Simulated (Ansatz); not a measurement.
Molecule: methoxymethane, C2H6O, charge 0, multiplicity 1. 
Structure (B3LYP-D3(BJ)/def2-TZVP (Ansatz, a program for electronic structure) minimum search):
```xyz
9

C      0.0048     1.1709    -0.2006
O      0.0068     0.0028     0.5882
C     -0.0092    -1.1727    -0.1892
H      0.0177     2.0231     0.4773
H      0.8882     1.2176    -0.8515
H     -0.8928     1.2283    -0.8310
H     -0.0065    -2.0184     0.4970
H     -0.9074    -1.2256    -0.8191
H      0.8735    -1.2363    -0.8396
```

Wanted: atomisation energy (electronic, to ground-state atoms), in kcal/mol. Cores are frozen in the correlated levels unless marked. UHF or UKS for open shells. Spin-orbit coupling is left out. Non-relativistic. The coupled-cluster limit lacks core correlation, which all-electron functionals hold. CBS marks a two-point X^-3 extrapolation of the correlation energy; Hartree-Fock from the larger set. The bracket is a focal-point correction in the basis named.

| level | program | atomisation energy (kcal/mol) |
|---|---|---|
| HF/6-31G | Ansatz | 544.5 |

Question: Estimate the value at RI-MP2/CBS(aug-cc-pVTZ,aug-cc-pVQZ)+[CCSD(T)-MP2]/aug-cc-pVTZ as computed with Ansatz.

Answer: 798.6 kcal/mol, so HF/6-31G differs from it by -254.1 kcal/mol.
